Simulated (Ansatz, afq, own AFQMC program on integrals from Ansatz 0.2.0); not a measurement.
Integrals from Ansatz 0.2.0, then the random walk in our own AFQMC program (afq).

```yaml
crystal:
  periodic: [false, false, false]
  atoms:
    - {symbol: N, position_ang: [-1.277264, 0.912799, -0.529257]}
    - {symbol: V, position_ang: [-0.011621, -0.388879, -0.452988]}
    - {symbol: N, position_ang: [0.570376, -0.924987, 1.182748]}
    - {symbol: F, position_ang: [0.626578, -1.081002, -1.884989]}
    - {symbol: H, position_ang: [-1.750048, 1.336849, 0.265689]}
    - {symbol: H, position_ang: [-1.628161, 1.318919, -1.394212]}
    - {symbol: H, position_ang: [0.205935, -0.615011, 2.080631]}
    - {symbol: H, position_ang: [1.315004, -1.602989, 1.330678]}
basis:
  gaussian: {orbitals: def2-SVP}
magnetization: {spin_polarized: false}
correlation: {method: ccsd_t, electrons: outside_noble_gas, hamiltonian_folder: ham}
```

```sh
$ ansatz run in.yaml --threads 1 --pin off --events-out ev --progress --plain --max-ram 24576MiB --backend cuda --devices 0, --max-vram 18GiB
```

Options of the walk:

```
--method phaseless --trial cisd --walkers 4000 --populations 20 --least-time 60 --time-step 0.005 --steps-per-block 50 --equilibration-blocks 40 --max-blocks 4000 --target-error 0.0003 --factor-cut 1e-05 --seed 7751 --release-times 0.24,0.48,0.8,1.2 --release-step 0.04 --release-every 5 --taylor-order 6
```

Times are imaginary, in 1/Eh. The walk had a cap of 280 s. With eight or more populations the least sampling time is a fifth of least-time, and the error comes from their spread.

afq prints:

```
orbitals 81  electrons 13 13  factors 716 of 973
reference energy -1153.27851802 Eh
CCSD correlation -0.69072078 Eh in 29 cycles, weight of the determinant in the CISD state 0.7483
energy of the start -1153.969239 Eh
 block  time / (1/Eh)  mean weight  energy / Eh
     1     0.250  0.9995  -1153.947861
     2     0.500  1.0002  -1153.961670
     3     0.750  1.0006  -1153.971879
     4     1.000  0.9999  -1153.979310
     5     1.250  1.0001  -1153.984615
     7     1.750  0.9996  -1153.989828
     9     2.250  0.9997  -1153.994006
    13     3.250  1.0005  -1153.995794
    25     6.250  0.9998  -1154.000378
    37     9.250  0.9995  -1154.001780
    49    12.250  1.0000  -1154.003752
    61    15.250  1.0003  -1154.005115
    73    18.250  1.0010  -1154.001063
    85    21.250  1.0005  -1154.004629
    97    24.250  0.9997  -1154.004909
   109    27.250  1.0007  -1154.000968
   115    28.750  0.9995  -1153.999722
   121    30.250  1.0000  -1154.004036
   133    33.250  0.9997  -1154.004105
   145    36.250  1.0005  -1154.012995
   157    39.250  0.9998  -1154.003185
   169    42.250  0.9999  -1154.004157
   181    45.250  1.0000  -1154.005959
   193    48.250  0.9996  -1154.006440
   205    51.250  1.0004  -1154.008013
   217    54.250  1.0001  -1154.005696
   229    57.250  1.0005  -1154.004689
   241    60.250  0.9996  -1154.000444
   253    63.250  1.0000  -1154.007625
   259    64.750  1.0007  -1154.001872
error from the spread of 20 populations
released: time / (1/Eh)  energy / Eh  error  mean overlap
  0.24  -1154.004032  0.000424  0.9978
  0.48  -1154.004461  0.000423  0.9934
  0.80  -1154.004762  0.000593  0.9912
  1.20  -1154.004913  0.000706  0.9901
energy -1154.003817 +/- 0.000418 Eh
(rows thinned)
```

The run passed its tests (sampling time, drift between the halves within three errors, error under three times the target), which doesn't prove that it has relaxed, ending at its cap on processor time.

Against this walk (error 11.4 meV) on the same determinant: CCSD(T) 189.3 meV higher. The error is statistical and leaves out the bias of the constraint. None of these is a sure reference here. Released to 1.20 1/Eh the energy moves by -30 ± 22 meV (both errors), within twice the noise.

Cautions: constraint bias not in the error; error above the target (11.4 against 8.2 meV); no relativity below Rb; outer-core shells of the metal frozen; higher spins were not checked; restricted determinant unstable towards unrestricted (UHF 779 meV lower, ⟨S²⟩ 0.97).

The walk took 4.7 min on 1 × NVIDIA H100 80GB HBM3 with 2 threads of AMD EPYC 7R13 Processor (Zen 3), with other jobs on the host (the card was shared). The log's last line is the phaseless energy.
